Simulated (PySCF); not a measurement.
## Orbital energies and detachment energy

Species: C3HO2S (charge -1).
Cartesian coordinates in Å at the PBE0-D3(BJ)/def2-SVP level; atoms count from 1:
```
atom  x, y, z in Å
O1    -1.8772   -0.0058    0.6458
C2    -0.9515   -0.7250    0.2697
O3    -0.8010   -1.9338    0.1422
C4     0.3430    0.1974   -0.1476
C5     1.5555   -0.2560   -0.1913
S6     2.9991   -0.9145   -0.2209
H7     0.0970    1.2492   -0.3021
```

Level: PBE0/def2-SVPD (PySCF). Frontier orbitals with their largest atomic shares (Löwdin; up to four atoms above 4 %):

```tsv
orbital	ε (eV)	main atoms
HOMO−3	-3.08	O3 44 %, O1 43 %, C2 13 %
HOMO−2	-2.83	O1 42 %, O3 28 %, S6 10 %, C4 7 %
HOMO−1	-2.57	O3 38 %, O1 21 %, C4 15 %, C2 10 %
HOMO	-2.33	?
LUMO	1.93	C5 37 %, S6 36 %, C4 11 %, C2 6 %
LUMO+1	3.99	S6 74 %, C5 11 %, C4 8 %
LUMO+2	4.02	S6 40 %, C5 23 %, C4 18 %, C2 6 %
```

Question: What vertical detachment energy does ΔSCF give, and how far is −ε(HOMO) from it?

Answer: ΔSCF: 4.23 eV (408 kJ/mol; threshold wavelength 293 nm); ⟨S²⟩ of the doublet left behind is 0.775, against 0.75 for a pure doublet. −ε(HOMO) is 2.33 eV, 1.90 eV below it. In exact Kohn–Sham theory the two would be equal; PBE0 (global hybrid, 25 % exact exchange) falls short of its own ΔSCF value by 45 %.

Question: On which atoms does the HOMO lie?

Answer: S6 (sulfur bonded to C) 35 %, C4 (outer carbon of cumulated double bonds) 21 %, C5 (central carbon of cumulated double bonds) 18 %, O1 (carboxylate oxygen) 12 %, so no atom holds as much as 40 %. The HOMO−1 lies 0.24 eV lower.

Question: What total energies stand behind the ΔSCF value?

Answer: E(N) = -662.85880 Eh and E(N − 1) = -662.70324 Eh at the same geometry, 0.15556 Eh apart.

Question: What kinetic energy would electrons from this vertical process carry with 193 nm light (6.424 eV)?

Answer: 6.42 − 4.23 = 2.19 eV.

Geometry: PBE0-D3(BJ)/def2-SVP; no solvent, vibrations or thermal averaging. The geometry's basis has no diffuse functions.

These values come from a run that also computed excited states and ΔSCF ions. The run took 70 s on one thread of an Arm Neoverse V1, on a shared host.
